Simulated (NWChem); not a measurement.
The numbers come from NWChem runs, not from measurements. System: disilane (H$_{6}$Si$_{2}$), charge 0, spin multiplicity 1, at a geometry optimised with B3LYP/def2-SVP. Level: G0W0@PBE/def2-SVPD, RI basis def2-svpd-rifit.

Input file:

```
start mol
memory heap 200 mb stack 700 mb global 1700 mb
geometry units angstroms nocenter noautoz
  Si     1.176961     0.052134     0.000000
  Si    -1.176961    -0.052134     0.000000
  H      1.662815     0.774664     1.212964
  H      1.662815     0.774664    -1.212964
  H      1.755854    -1.324179     0.000000
  H     -1.662815    -0.774664     1.212964
  H     -1.662815    -0.774664    -1.212964
  H     -1.755854     1.324179     0.000000
  symmetry group C2h
end
basis spherical
  * library def2-svpd
end
basis "ri basis" bse spherical
  * library def2-svpd-rifit
end
dft
  xc xpbe96 cpbe96
  iterations 100
  direct
  tolerances tight
end
task dft energy
gw
  states alpha occ 4 vir 2
end
task dft gw
```

Output (cleaned and shortened):

```
             Northwest Computational Chemistry Package (NWChem) 7.3.0
             --------------------------------------------------------

                                NWChem Input Module
                                -------------------

 Scaling coordinates for geometry "geometry" by  1.889725989
 (inverse scale =  0.529177249)

 Turning off AUTOSYM since
 SYMMETRY directive was detected!

                             Geometry "geometry" -> ""
                             -------------------------

 Output coordinates in angstroms (scale by  1.889725989 to convert to a.u.)

  No.       Tag          Charge          X              Y              Z
 ---- ---------------- ---------- -------------- -------------- --------------
    1 Si                  14.0000     1.17696100     0.05213400     0.00000000
    2 Si                  14.0000    -1.17696100    -0.05213400     0.00000000
    3 H                    1.0000     1.66281500     0.77466400     1.21296400
    4 H                    1.0000     1.66281500     0.77466400    -1.21296400
    5 H                    1.0000     1.75585400    -1.32417900     0.00000000
    6 H                    1.0000    -1.66281500    -0.77466400     1.21296400
    7 H                    1.0000    -1.66281500    -0.77466400    -1.21296400
    8 H                    1.0000    -1.75585400     1.32417900     0.00000000

 Effective nuclear repulsion energy (a.u.)      90.2297407084

            Nuclear Dipole moment (a.u.)
            ----------------------------
        X                 Y               Z
 ---------------- ---------------- ----------------
     0.0000000000     0.0000000000     0.0000000000

      Symmetry information
      --------------------

 Group name             C2h
 Group number             21
 Group order               4
 No. of unique centers     3

      Symmetry unique atoms

     1    3    5


 Summary of "ao basis" -> "" (spherical)
 ------------------------------------------------------------------------------
       Tag                 Description            Shells   Functions and Types
 ---------------- ------------------------------  ------  ---------------------
[...]
         -14.068578821135         359.967566788100           0.000000000000
           0.000000000000           0.000000000000         360.590518585708

     Multipole analysis of the density
     ---------------------------------

     L   x y z        total         alpha         beta         nuclear
     -   - - -        -----         -----         ----         -------
     0   0 0 0     -0.000000    -17.000000    -17.000000     34.000000

     1   1 0 0      0.000000      0.000000      0.000000      0.000000
     1   0 1 0     -0.000000     -0.000000     -0.000000      0.000000
     1   0 0 1      0.000000      0.000000      0.000000      0.000000

     2   2 0 0    -23.828018   -111.926134   -111.926134    200.024250
     2   1 1 0     -0.023022     -3.976165     -3.976165      7.929309
     2   1 0 1     -0.000000     -0.000000     -0.000000      0.000000
     2   0 2 0    -23.312831    -22.340004    -22.340004     21.367178
     2   0 1 1     -0.000000     -0.000000     -0.000000      0.000000
     2   0 0 2    -23.311857    -22.164011    -22.164011     21.016166

 Task  times  cpu:        1.9s     wall:        1.9s

                                NWChem Input Module
                                -------------------

                                 NWChem GW Module
                                 ----------------

                             ***********************
                             ***        GW       ***
                             ***********************

 Summary of "ri basis" -> "ri basis" (spherical)
 ------------------------------------------------------------------------------
       Tag                 Description            Shells   Functions and Types
 ---------------- ------------------------------  ------  ---------------------
 Si                     def2-svpd-rifit             24       78   9s6p6d3f
 H                      def2-svpd-rifit              9       23   4s3p2d

                 Memory Information
                 ------------------
          Available GA per process is          1699.9 MBs
          Available stack per process is        700.0 MBs
          Available heap per process is           0.1 MBs

          Peak memory in Initialization
              Peak GA per process is                  4.8 MBs
              Peak stack per process is               0.1 MBs
              Peak heap per process is                5.0 MBs
              Memory not in MA per process            0.0 MBs

          Peak memory in AFF Calculation
              Peak GA per process is                 20.8 MBs
              Peak stack per process is              13.8 MBs
              Peak heap per process is                0.0 MBs
              Memory not in MA per process           13.8 MBs

          Computing 2-center integrals
          Computing Inverse Cholesky factor
          Computing 3-center integrals
          Computing V_xc ...

          Computing Sigma_x
          Computing RPA polarizability
          Solving quasiparticle equations

                  Alpha Orbitals
          State     Energy (eV)     Error (eV)
          -----------------------------------
@GW        14        -11.868           0.002
@GW        15        -11.281           0.002
@GW        16        -11.281           0.002
@GW        17         -9.796           0.002
@GW        18          2.259           0.002
@GW        19          2.259           0.002

   Applying  -2.5300 eV scissor-shift to rest of particle states

   Applying   2.7442 eV scissor-shift to rest of hole states

     GW Timing Statistics
   ------------------------
   Init.   :          0.0s
     ERIs  :          0.3s
     Distr.:          0.0s
     Vxc   :          0.1s
   Sigma_x :          0.0s
   RPA     :          0.5s
   Wmn     :          0.0s
   Sigma_c :          0.0s
   GW total:          1.0s

 Task  times  cpu:        1.0s     wall:        1.0s

 Total times  cpu:        2.9s     wall:        2.9s
```
